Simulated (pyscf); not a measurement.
Thermochemistry of product channels of dichlorosilylene (Cl–Si:–Cl) [singlet] + water (H₂O) on the singlet surface, in eV, from ωB97M-D3(BJ)/def2-TZVP energies (ideal gas, 1 atm, RRHO with modes under 100 cm⁻¹ raised to 100, one conformer, R ln 2 for rigid chiral ones). Optimised with ωB97X-D3(BJ)/def2-SVP in PySCF.

```
products                                          ΔE  ΔH(298 K)  ΔG(600 K)  ΔG(1200 K)
---------------------------------------------  -----  ---------  ---------  ----------
O=Si(Cl)–Cl + hydrogen (H₂)                    -0.28      -0.46      -0.24       -0.09
HO–SiH(Cl)–Cl                                  -2.59      -2.58      -1.65       -0.78
hydrogen chloride (HCl) + HO–Si:–Cl [singlet]  -0.23      -0.29      -0.27       -0.27
```

These are energies of the channels, which say nothing of barriers.
